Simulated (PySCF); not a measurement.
# Structure elucidation problem

The spectra below were simulated for a compound C$_{3}$H$_{4}$O$_{2}$.

1H NMR (400 MHz, computed): δ 8.95 (s, 1H), 6.37 (br s, 1H), 5.59 (d, J = 1.2 Hz, 1H), 4.93 (d, J = 1.2 Hz, 1H).

13C{1H} NMR (computed): δ 193.4 (CH), 160.2 (C), 108.6 (CH2).

Computed data (PySCF 2.14.0 with density-fitted response routines): PBE0-D3(BJ)/def2-SVP geometry, J couplings at B3LYP/pcJ-1, PBE0/pcSseg-1 with gauge-including orbitals. A single conformation, in vacuum, relativity neglected.

Referencing at the same level of theory: TMS for 1H, 13C.

Task: What is the structure?

Result: 
- Rings plus π bonds: 2 (no ring in the answer).
- 3 carbon signals for 3 carbons: no two carbons are equivalent.
- Carbon types of the structure: 1 × C, 1 × CH, 1 × CH2, leaving 1 H on heteroatoms.
- δC 193.4: aldehyde carbonyl carbon; low-lying n→π* states of the double bond to the heteroatom give a large paramagnetic term (-260 ppm).
- δC 160.2: alkene carbon bearing oxygen; an sp2 carbon further deshielded by the attached heteroatom.
- δC 108.6: β carbon of a C=C–C=O unit.
- δH 8.95: hydrogen on an aldehyde carbonyl carbon; the formyl region, downfield of aromatic protons.
- δH 6.37: hydrogen on an enol oxygen; exchangeable, gas-phase position.
- δH 5.59, 4.93: hydrogen on a β carbon of a C=C–C=O unit; a vinylic proton, deshielded by the sp2 carbon and the C=C anisotropy.

Structure: 2-hydroxyprop-2-enal.

The data come from this structure; uniqueness wasn't tested.

OH and NH positions are those of a molecule without intermolecular hydrogen bonds; in solution they move with solvent, concentration and temperature, and exchange usually removes their couplings. Multiplet labels drop couplings under 1 Hz and merge nearly equal ones. Simple enols tautomerise to the carbonyl form in solution; the data are for the enol itself. Shifts are as computed. Against solution values, carbons near 30 ppm lie about +2 ppm off and those near 130 ppm about +5 ppm. Of 1211 compounds with measured shifts, 218 miss one by over three times the rms of a fit or turn the order of signals round; such compounds aren't used in these exercises.
